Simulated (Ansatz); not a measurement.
Dissociation curve of OH, doublet.

Levels: ROCCSD(T) = CCSD(T) on ROHF/aug-cc-pVDZ, frozen core in Ansatz (a program for electronic structure); ROHF/aug-cc-pVDZ (Ansatz); UCCSDT(Q) = CCSDT(Q) on UHF/aug-cc-pVDZ, frozen core (Ansatz).

Total energies in hartree (comparable only within one method and basis):

```csv
R / Å,ROCCSD(T),ROHF,UCCSDT(Q)
0.70,-75.44179,-75.26967,-75.44222
0.76,-75.51034,-75.33544,-75.51080
0.81,-75.54575,-75.36858,-75.54625
0.84,-75.56010,-75.38156,-75.56062
0.88,-75.57306,-75.39268,-75.57361
0.92,-75.58050,-75.39825,-75.58108
0.95,-75.58324,-75.39956,-75.58385
0.98,-75.58406,-75.39892,-75.58470
1.01,-75.58331,-75.39669,-75.58398
1.04,-75.58130,-75.39317,-75.58200
1.10,-75.57445,-75.38323,-75.57523
1.15,-75.56677,-75.37288,-75.56761
1.21,-75.55611,-75.35890,-75.55705
1.31,-75.53679,-75.33370,-75.53790
1.42,-75.51552,-75.30534,-75.51687
1.56,-75.49093,-75.27053,-75.49261
1.71,-75.46931,-75.23617,-75.47133
1.89,—,—,-75.45275
2.15,—,—,-75.43731
2.40,—,—,-75.43056
2.79,—,—,-75.42675
3.31,—,—,-75.42563
```

A dash means that the run gave no value there, or that the column was ended at a point which the program doubted or which failed a test of continuity chosen for this set; such a test can also cut sound points.

The T1 diagnostic of CCSD on the restricted reference of ROCCSD(T) exceeds 0.045 at 1.71 to 1.89 Å. The unrestricted determinant behind UCCSDT(Q) is spin-contaminated at 1.31 to 3.31 Å (<S²> up to 1.8, against 0.75 for a pure doublet).
